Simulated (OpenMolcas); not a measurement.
# One shape, several levels: N2H (dinitrogen monohydride)

Aim: a comparison of 3 runs (UHF/STO-3G, U-r2SCAN/STO-3G, USVWN5/STO-3G) of N2H (dinitrogen monohydride). 

The calculation is run with OpenMolcas 26.06.

### Step 1. The system as given

The species is N2H (3 atoms), meant as a doublet with charge 0. As SMILES, `[N]=N`. Geometry: relaxed at GFN2-xTB.

Bond lengths: N1–N2 1.164 Å, N2–H3 1.037 Å. Angles: N1–N2–H3 124.8°.

### Step 2. A single-point energy at UHF/STO-3G (run 1)

File test.inp:

```
&GATEWAY
 BasLib
 $CurrDir
 Coord
 3
 angstrom
 N        0.715210      -0.640440       0.325220
 N       -0.243160      -0.185380      -0.152740
 H       -0.472040       0.825820      -0.172480
 Basis
 STO-3G
 Group
 NoSym

&SEWARD

&SCF
 UHF
 Spin
 2
 Thresholds
 1e-10 1e-07 1e-07 1e-05
 PrOrbitals
 1 1
```

The basis set STO-3G is read from a file made from the Basis Set Exchange's data (not shown).

The run is started by

```
$ export MOLCAS_MEM=1860
$ pymolcas test.inp > test.log
```

What it wrote:

```text
--- Start Module: gateway ---
[...]
--- Stop Module: gateway /rc=_RC_ALL_IS_WELL_ ---
--- Start Module: seward ---
[...]
      Basis functions           11
--- Stop Module: seward /rc=_RC_ALL_IS_WELL_ ---
--- Start Module: scf ---
[...]
       Convergence after  23 Iterations
[...]
::    Total SCF energy                               -107.9823552201
[...]
      Total spin, S                                     0.5756801576
[...]
      Total electronic charge=   15.000000
      Total            charge=   -0.000000
[...]
      Dipole Moment (debye):
      Origin of the operator (angstrom)=    0.2114   -0.3699    0.0773
                   X= -4.7648E-01               Y=  1.8637E+00               Z= -6.6350E-02           Total=  1.9248E+00
      Quadrupole Moment (debye*angstrom):
[...]
--- Stop Module: scf /rc=_RC_ALL_IS_WELL_ ---
[...]
```

Wall time 1.9 s (1 thread of Intel Xeon Platinum 8375C at 2.90GHz (Ice Lake), shared host); peak memory 0.37 GiB.

### Step 3. A single-point energy at U-r2SCAN/STO-3G (run 2)

File test.input:

```
>>> EXPORT MOLCAS_PRINT=2

&GATEWAY
 BasLib = $CurrDir
 Coord
 3
 angstrom
 N        0.715210      -0.640440       0.325220
 N       -0.243160      -0.185380      -0.152740
 H       -0.472040       0.825820      -0.172480
 Basis = STO-3G
 Group = NoSym

&SEWARD
 GridInput
 Grid=UltraFine
 End of Grid

&SCF
 UHF
 Spin = 2
 KSDFT = 2
 1.0 MGGA_X_R2SCAN
 1.0 MGGA_C_R2SCAN
 Thresholds = 1e-10 1e-07 1e-07 1e-05
 PrOrbitals = 1 1
```

The basis set STO-3G is read from a file made from the Basis Set Exchange's data (not shown).

The run is started by

```
$ export MOLCAS_MEM=1860
$ pymolcas test.input > test.log
```

What it wrote:

```text
--- Start Module: gateway ---
[...]
--- Stop Module: gateway /rc=_RC_ALL_IS_WELL_ ---
--- Start Module: seward ---
[...]
      Basis functions           11
--- Stop Module: seward /rc=_RC_ALL_IS_WELL_ ---
--- Start Module: scf ---
[...]
       Convergence after  13 Iterations
[...]
::    Total KS-DFT energy                            -108.5115185477
[...]
      Total spin, S                                     0.5012477170
[...]
      Total electronic charge=   15.000000
      Total            charge=   -0.000000
[...]
      Dipole Moment (debye):
      Origin of the operator (angstrom)=    0.2114   -0.3699    0.0773
                   X= -6.7304E-01               Y=  1.7770E+00               Z= -1.8321E-01           Total=  1.9090E+00
      Quadrupole Moment (debye*angstrom):
[...]
--- Stop Module: scf /rc=_RC_ALL_IS_WELL_ ---
[...]
```

Run time: 5.1 s. Hardware: 1 thread of Intel Xeon Platinum 8375C at 2.90GHz (Ice Lake), shared host; peak memory 0.37 GiB.

### Step 4. A single-point energy at USVWN5/STO-3G (run 3)

File test.inp:

```
&GATEWAY
BasLib=$CurrDir
Coord
3
angstrom
N        0.715210      -0.640440       0.325220
N       -0.243160      -0.185380      -0.152740
H       -0.472040       0.825820      -0.172480
Basis=STO-3G
Group=NoSym
&SEWARD
GridInput
Grid=UltraFine
End of Grid
&SCF
UHF
Spin=2
KSDFT=SVWN5
Thresholds=1e-10 1e-07 1e-07 1e-05
PrOrbitals=1 1
```

The basis set STO-3G is read from a file made from the Basis Set Exchange's data (not shown).

The run is started by

```
$ export MOLCAS_MEM=1860
$ pymolcas test.inp > test.log
```

What it wrote:

```text
--- Start Module: gateway ---
[...]
--- Stop Module: gateway /rc=_RC_ALL_IS_WELL_ ---
--- Start Module: seward ---
[...]
      Basis functions           11
--- Stop Module: seward /rc=_RC_ALL_IS_WELL_ ---
--- Start Module: scf ---
[...]
       Convergence after  13 Iterations
[...]
::    Total KS-DFT energy                            -107.6448608477
[...]
      Total spin, S                                     0.5004304472
[...]
      Total electronic charge=   15.000000
      Total            charge=   -0.000000
[...]
      Dipole Moment (debye):
      Origin of the operator (angstrom)=    0.2114   -0.3699    0.0773
                   X= -7.5126E-01               Y=  1.8211E+00               Z= -2.2148E-01           Total=  1.9824E+00
      Quadrupole Moment (debye*angstrom):
[...]
--- Stop Module: scf /rc=_RC_ALL_IS_WELL_ ---
[...]
```

Run time: 3.3 s. Hardware: 1 thread of Intel Xeon Platinum 8375C at 2.90GHz (Ice Lake), shared host; peak memory 0.37 GiB.

### Step 5. All runs side by side

```tsv
run	level	integration grid	energy (Eh)	dipole moment (D)	HOMO energy (eV)	LUMO energy (eV)	wall time
1	UHF/STO-3G	–	-107.982355	1.92	-8.19	7.66	1.9 s
2	U-r2SCAN/STO-3G	UltraFine	-108.511519	1.91	-2.18	0.49	5.1 s
3	USVWN5/STO-3G	UltraFine	-107.644861	1.98	-1.43	0.08	3.3 s
```

### Step 6. Results

```
                                 quantity          value
                      run 3: total energy  -107.64486 Eh
                     run 3: dipole moment         1.98 D
run 3: HOMO energy (highest over α and β)       -1.43 eV
 run 3: LUMO energy (lowest over α and β)        0.08 eV
                              run 3: ⟨S²⟩          0.751
```

What this shows: The dipole moment (its size) runs from 1.91 D (U-r2SCAN/STO-3G) to 1.98 D (USVWN5/STO-3G). Totals of different functionals can't be ranked against each other. In runs 1, 2, 3 the basis is minimal, so the values are rough. Spin contamination of the reference: run 1 ⟨S²⟩ = 0.91. All runs together took 10 s, the longest 5.1 s.
